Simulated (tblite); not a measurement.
Compound: C4H8OS (charge +1 and doublet state).
Z-matrix (Å and degrees, GFN2-xTB geometry), rows numbered from 1:
```
C 
S   1  1.7796
C   2  1.8416  1  100.47
C   3  1.5313  2  119.81  1   126.24
C   4  1.5342  3   83.38  2  -123.52
O   3  1.3858  2  114.48  1    17.12
H   1  1.0883  2  107.76  3  -154.62
H   1  1.0903  2  109.76  3   -32.06
H   1  1.0914  2  109.41  3    87.51
H   3  1.1020  2  102.35  1  -105.49
H   4  1.0864  3  115.76  2   120.83
H   4  1.0863  3  115.09  2    -8.54
H   5  1.0912  4  116.54  3  -111.43
H   5  1.0931  4  116.09  3   117.20
```

Computed values, GFN2-xTB/tblite, gas phase, harmonic and unscaled. The method is semi-empirical: single wavenumbers can be off by several per cent or more. One conformer, not necessarily the lowest. Open shells enter through the occupations alone, without spin polarisation, and single modes of such species can be off by tens of per cent.

Harmonic wavenumbers (cm⁻¹): 64.4, 105.2, 129.1, 226.9, 291.0, 395.2, 565.6, 755.6, 787.6, 815.7, 875.5, 928.5, 965.8, 973.8, 1006.4, 1059.2, 1080.0, 1085.8, 1107.7, 1130.8, 1148.0, 1206.8, 1240.0, 1300.0, 1347.8, 1372.5, 1422.1, 1434.2, 2821.7, 2953.0, 2980.4, 2985.9, 2994.3, 3035.1, 3044.9, 3048.5.

A = 6058, B = 2082, C = 1709 MHz; mass 104.030 u (most abundant isotopes); point group C1, symmetry number 1; spin multiplicity 2.

Q: What is the zero-point energy?

A: Half the sum of the wavenumbers: 24342 cm⁻¹ = 69.60 kcal/mol.

Q: Give the ideal-gas entropy at 298.15 K and 1 bar in the rigid-rotor, harmonic-oscillator model (classical rotation).

A: Translation 39.86, rotation 27.10, vibration 17.29, spin (R ln 2) 1.38: S = 85.6 cal/(mol K).

Q: And Cp and H(298.15 K) − H(0)?

A: Cp = 26.72 cal/(mol K), of which vibrations give 18.77 (their classical limit is 36 R = 71.5); H(298.15 K) − H(0) = 5.10 kcal/mol without the zero-point energy, 2.73 from vibrations.

Q: What must be added to the electronic energy to get the Gibbs energy at 298.15 K and 1 bar?

A: ZPE + [H(298.15 K) − H(0)] − T·S = 69.60 + 5.10 − 25.53 = 49.17 kcal/mol.

Q: How do the functions run with temperature in this model?

A: 
```csv
T (K),S (cal/(mol K)),Cp (cal/(mol K)),H − H(0) (kcal/mol),G − H(0) (kcal/mol),ln q(vib)
150,71.2,17.1,1.91,-8.77,1.78
250,81.3,23.1,3.90,-16.41,3.35
400,94.6,34.4,8.22,-29.61,5.68
600,110.9,46.2,16.35,-50.19,8.90
900,131.9,57.1,31.99,-86.70,13.67
```

q(vib) and H(0) count from the zero-point level.

Q: Blend soft modes into free rotors: weight 1/[1 + (100 cm⁻¹/ν̃)⁴] for the oscillator and the rest for a rotor with moment μB/(μ + B), μ = h/(8π²ν), B = 10⁻⁴⁴ kg m². What vibrational entropy results?

A: 16.08 cal/(mol K) in place of 17.29, which changes −T·S at 298.15 K by +0.36 kcal/mol.

Hindered rotation and anharmonicity are outside this model. Other conformers, if any are populated, would add a mixing term that is left out. The structure is chiral; the term R ln 2 for an equal mix with its mirror image is left out.

Hardware: one thread, Intel Xeon at 2.50 GHz (x86_64), shared host with 64 logical CPUs at a one-minute load of 62. Cost: 1.1 s of wall time. This covers the Hessian and the dipole derivatives.
